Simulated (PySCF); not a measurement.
Compound: metal hydrosulfide, HLiS.
SMILES: `[SH][Li]`

The calculation used PBE0-D3(BJ)/def2-SVP geometry optimisation, gas phase in PySCF 2.14.0.

Take the most abundant isotopes and a rigid rotor. 

(1) Give the principal moments of inertia and the rotational constants in MHz.

(2) Classify the top.

(3) Give the coordinates in the principal-axis frame, origin at the centre of mass.

(4) Which lines would a microwave search look for?

Results:

(1) Ia = 1.77, Ib = 26.67, Ic = 28.44 u·Å²; 505379 MHz·u·Å²/I gives A = 286293, B = 18946, C = 17770 MHz.

(2) A near-prolate asymmetric top: κ = (2 × 18946 − 286293 − 17770)/(286293 − 17770) = -0.99.

(3) The sense of each axis is arbitrary; atoms in the order of the calculation.
```json
{"atom": "Li1", "mass (u)": "7.016", "a (Å)": "1.770", "b (Å)": "-0.013", "c (Å)": "0.000"}
{"atom": "S2", "mass (u)": "31.972", "a (Å)": "-0.372", "b (Å)": "0.044", "c (Å)": "0.000"}
{"atom": "H3", "mass (u)": "1.008", "a (Å)": "-0.526", "b (Å)": "-1.300", "c (Å)": "0.000"}
```

(4) The dipole components are |μa| = 6.63 D, |μb| = 0.80 D, |μc| = 0.00 D; the mirror of this Cs structure is the ab plane, so μc vanishes by symmetry and there are no c-type lines. The squared components, which scale the intensities, stand as 1.00 : 0.01 (a : b). Some lines, for components of 0.1 D or more:

```tsv
type	branch	J(Ka,Kc)	MHz	lower level (cm⁻¹)
a	R	2(0,2) ← 1(0,1)	73428	1.225
a	R	2(1,1) ← 1(1,0)	74608	10.182
a	R	4(1,4) ← 3(1,3)	144505	16.168
a	R	4(0,4) ← 3(0,3)	146826	7.348
a	R	4(2,3) ← 3(2,2)	146861	43.098
a	R	4(1,3) ← 3(1,2)	149209	16.403
a	R	5(2,3) ← 4(2,2)	183649	47.998
a	R	5(1,4) ← 4(1,3)	186503	21.380
b	Q	3(1,2) ← 3(0,3)	271480	7.348
b	Q	5(1,4) ← 5(0,5)	276863	18.366
b	Q	4(2,2) ← 4(1,3)	797990	21.380
b	R	2(2,1) ← 1(1,0)	876649	10.182
b	R	4(2,3) ← 3(1,2)	947141	16.403
b	R	4(2,2) ← 3(1,3)	954255	16.168
b	R	5(2,4) ← 4(1,3)	981504	21.380
b	Q	3(3,0) ← 3(2,1)	1339658	43.098
b	R	4(3,2) ← 3(2,1)	1486530	43.098
b	R	5(3,3) ← 4(2,2)	1523223	47.998
b	R	5(5,1) ← 4(4,0)	2594996	155.245
```

Not checked by PBE0-D3(BJ)/def2-SVP frequencies. No vibrational averaging or centrifugal distortion is included, and the geometry carries the error of its method. Quadrupole hyperfine structure (7Li) is left out.
